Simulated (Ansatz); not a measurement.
## Nudged elastic band run: AlH6SSi, charge +1

Input file:

```yaml
crystal:
  periodic: [false, false, false]
  atoms:
    - { symbol: Si, position_ang: [-1.009336, 1.233751, -0.971533] }
    - { symbol: Al, position_ang: [0.735329, -0.090679, -0.276277] }
    - { symbol: S, position_ang: [0.183916, -1.418764, 1.595566] }
    - { symbol: H, position_ang: [-2.117288, 0.372248, -1.359163] }
    - { symbol: H, position_ang: [-0.573952, 2.041581, -2.099599] }
    - { symbol: H, position_ang: [-1.417093, 2.084055, 0.137713] }
    - { symbol: H, position_ang: [2.169634, -0.483285, -0.541639] }
    - { symbol: H, position_ang: [0.733143, -2.604348, 1.154429] }
    - { symbol: H, position_ang: [1.295638, -1.13455, 2.360502] }
total_charge: 1
basis:
  gaussian: { orbitals: STO-3G }
hamiltonian:
  xc: pbe
neb:
  order_check: false
  images: 5
  f_tol: 0.03
  max_iterations: 60
  final_atoms:
    - { symbol: Si, position_ang: [-1.01670658, 1.23408373, -0.96995345] }
    - { symbol: Al, position_ang: [0.71793531, -0.09705968, -0.26317937] }
    - { symbol: S, position_ang: [0.1874319, -1.42985428, 1.61198264] }
    - { symbol: H, position_ang: [-0.59155915, 2.6226651, -0.86263618] }
    - { symbol: H, position_ang: [-2.19254331, 1.00113066, -0.14569624] }
    - { symbol: H, position_ang: [-1.29960981, 0.90553056, -2.35997206] }
    - { symbol: H, position_ang: [2.15324014, -0.4801884, -0.54082548] }
    - { symbol: H, position_ang: [0.73624229, -2.61292235, 1.16351291] }
    - { symbol: H, position_ang: [1.30556021, -1.14337634, 2.36676621] }
  initial_path:
    images:
      - { positions_ang: [[-1.009336, 1.233751, -0.971533], [0.735329, -0.090679, -0.276277], [0.183916, -1.418764, 1.595566], [-2.117288, 0.372248, -1.359163], [-0.573952, 2.041581, -2.099599], [-1.417093, 2.084055, 0.137713], [2.169634, -0.483285, -0.541639], [0.733143, -2.604348, 1.154429], [1.295638, -1.13455, 2.360502]] }
      - { positions_ang: [[-1.04096557, 1.27633855, -0.99665641], [0.73978825, 0.01600086, -0.17430422], [0.20614621, -1.61084191, 1.45142002], [-2.18332015, 0.57377005, -1.001862], [-0.771009, 1.67690626, -2.22009383], [-1.22397906, 2.32587619, -0.20422278], [2.18423256, -0.32276571, -0.19108117], [0.93066329, -2.61304561, 0.99358406], [1.15843449, -1.32222967, 2.34321533]] }
      - { positions_ang: [[-1.07259515, 1.3189261, -1.02177981], [0.74424749, 0.12268071, -0.07233143], [0.22837641, -1.80291982, 1.30727405], [-2.24935231, 0.7752921, -0.644561], [-0.968066, 1.31223152, -2.34058866], [-1.03086512, 2.56769738, -0.54615856], [2.19883111, -0.16224643, 0.15947665], [1.12818359, -2.62174322, 0.83273911], [1.02123098, -1.50990934, 2.32592866]] }
      - { positions_ang: [[-1.10422472, 1.36151365, -1.04690322], [0.74870674, 0.22936057, 0.02964135], [0.25060662, -1.99499773, 1.16312807], [-2.31538446, 0.97681415, -0.28726], [-1.165123, 0.94755678, -2.46108349], [-0.83775119, 2.80951856, -0.88809433], [2.21342967, -0.00172714, 0.51003448], [1.32570388, -2.63044083, 0.67189417], [0.88402747, -1.69758901, 2.30864198]] }
      - { positions_ang: [[-1.07505201, 1.31903701, -1.0212533], [0.7384496, 0.12055382, -0.06796556], [0.22954838, -1.80661658, 1.31274626], [-1.74077603, 1.52543114, -0.47905206], [-1.50759644, 0.96541474, -1.68928774], [-0.99170406, 2.1748559, -1.37872024], [2.19336649, -0.16121423, 0.15974783], [1.12921668, -2.62460134, 0.83576708], [1.02453839, -1.51285145, 2.32801673]] }
      - { positions_ang: [[-1.04587929, 1.27656037, -0.99560337], [0.72819245, 0.01174707, -0.16557246], [0.20849014, -1.61823543, 1.46236445], [-1.16616759, 2.07404812, -0.67084412], [-1.85006987, 0.9832727, -0.91749199], [-1.14565694, 1.54019323, -1.86934615], [2.17330332, -0.32070131, -0.19053883], [0.93272948, -2.61876185, 0.99964], [1.1650493, -1.32811389, 2.34739147]] }
      - { positions_ang: [[-1.01670658, 1.23408373, -0.96995345], [0.71793531, -0.09705968, -0.26317937], [0.1874319, -1.42985428, 1.61198264], [-0.59155915, 2.6226651, -0.86263618], [-2.19254331, 1.00113066, -0.14569624], [-1.29960981, 0.90553056, -2.35997206], [2.15324014, -0.4801884, -0.54082548], [0.73624229, -2.61292235, 1.16351291], [1.30556021, -1.14337634, 2.36676621]] }
```

Run as:

```bash
$ ansatz run input.yaml --threads 1 --pin off --max-ram 2048MiB --backend cpu --events-out ev --progress --plain --runs-dir out
```

Output, in part (warnings, iteration lines, the closing report on the highest movable image, with atoms numbered from 0):

```
NEB end point (image 0): max|allowed force component| = 9.683e-3 eV/Å (the criterion of neb.relax_end_points is 1.000e-2)
NEB end point (image 6): max|allowed force component| = 1.263e-2 eV/Å (the criterion of neb.relax_end_points is 1.000e-2)
NEB iter   1: max|band force component| = 6.125e1 eV/Å  barrier→ = 31.1735 eV  barrier← = 31.1710 eV  Δτ_max = 0.2000 Å  (138 SCF iters)
NEB iter   2: max|band force component| = 2.201e1 eV/Å  barrier→ = 9.1910 eV  barrier← = 9.1885 eV  Δτ_max = 0.1935 Å  (114 SCF iters)
NEB iter   3: max|band force component| = 8.958e0 eV/Å  barrier→ = 3.4531 eV  barrier← = 3.4506 eV  Δτ_max = 0.2000 Å  (120 SCF iters)
NEB iter   4: max|band force component| = 2.989e0 eV/Å  barrier→ = 0.8057 eV  barrier← = 0.8032 eV  Δτ_max = 0.1646 Å  (104 SCF iters)
NEB iter   5: max|band force component| = 8.957e-1 eV/Å  barrier→ = 0.0770 eV  barrier← = 0.0745 eV  Δτ_max = 0.0827 Å  (97 SCF iters)
NEB iter   6: max|band force component| = 2.427e-1 eV/Å  barrier→ = 0.0059 eV  barrier← = 0.0034 eV  CI = image 5  Δτ_max = 0.0316 Å  (91 SCF iters)
NEB iter   7: max|band force component| = 1.196e-1 eV/Å  barrier→ = 0.0025 eV  barrier← = -0.0000 eV  CI = image 2  Δτ_max = 0.0222 Å  (94 SCF iters)
NEB iter   8: max|band force component| = 5.307e-2 eV/Å  barrier→ = 0.0024 eV  barrier← = -0.0001 eV  CI = image 2  Δτ_max = 0.0248 Å  (87 SCF iters)
NEB iter   9: max|band force component| = 5.667e-2 eV/Å  barrier→ = 0.0024 eV  barrier← = -0.0001 eV  CI = image 2  Δτ_max = 0.0124 Å  (85 SCF iters)
NEB iter  10: max|band force component| = 1.849e-2 eV/Å  barrier→ = 0.0024 eV  barrier← = -0.0001 eV  CI = image 2  Δτ_max = 0.0000 Å  (181 SCF iters)
Total energy: -25098.59819412 eV, -922.3564711930 hartree
Atom 0 at    -1.015443     1.249030    -0.949786 Å, force    -0.006573     0.001789     0.000795 eV/Å
Atom 1 at     0.767662     0.096894    -0.068653 Å, force     0.003265    -0.005649     0.003135 eV/Å
Atom 2 at     0.127331    -1.739258     1.269363 Å, force     0.002284    -0.004080     0.002116 eV/Å
Atom 3 at    -2.260977     0.611642    -0.550756 Å, force     0.005776     0.003668    -0.002222 eV/Å
Atom 4 at    -0.887418     1.243735    -2.400272 Å, force    -0.000119     0.000609     0.003734 eV/Å
Atom 5 at    -0.965380     2.615266    -0.448105 Å, force     0.000483    -0.004745    -0.001992 eV/Å
Atom 6 at     2.275891     0.039158     0.002559 Å, force    -0.000591     0.002558    -0.002551 eV/Å
Atom 7 at     1.036562    -2.655729     0.783590 Å, force    -0.001142     0.003929     0.000184 eV/Å
Atom 8 at     0.921763    -1.460728     2.362057 Å, force    -0.003383     0.001920    -0.003199 eV/Å
Dipole moment:     0.627991    -0.532481     0.421052 e Å
```

The forces met the threshold. The highest image is an end point: on this band no image between the ends rises above it. Limits of this set-up: minimal basis, the dipole of an ion depends on the origin.

Final band (atoms are numbered from 1 in the order of the input):

```csv
image,path coordinate (Å),energy (kJ/mol),dihedral H5–Si1–Al2–S3 (°)
0,0.00,0.0,178
1,0.98,0.1,-152
2,1.96,0.2,-122
3,2.94,0.1,-91
4,3.92,0.0,-61
5,4.90,0.1,-31
6,5.88,0.2,-2
```

Time of the run: 3.2 min on 1 CPU thread of a shared host.
